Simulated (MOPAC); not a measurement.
MOPAC input (AM1):

```
AM1 1SCF CHARGE=-1 GEO-OK AUX(PRECISION=9) THREADS=1
CH3O

C    -0.52121597 1    0.09785177 1    0.02418323 1
O     0.77519218 1   -0.14553262 1   -0.03596714 1
H    -1.01292923 1    0.00621803 1    1.05553155 1
H    -0.86240922 1    1.14299440 1   -0.30004212 1
H    -1.19890323 1   -0.57206207 1   -0.61285166 1
```

### Question
What heat of formation does the run end on, and which ionisation energy by Koopmans theorem?

### Answer
-37.94 kcal/mol; 2.09 eV.
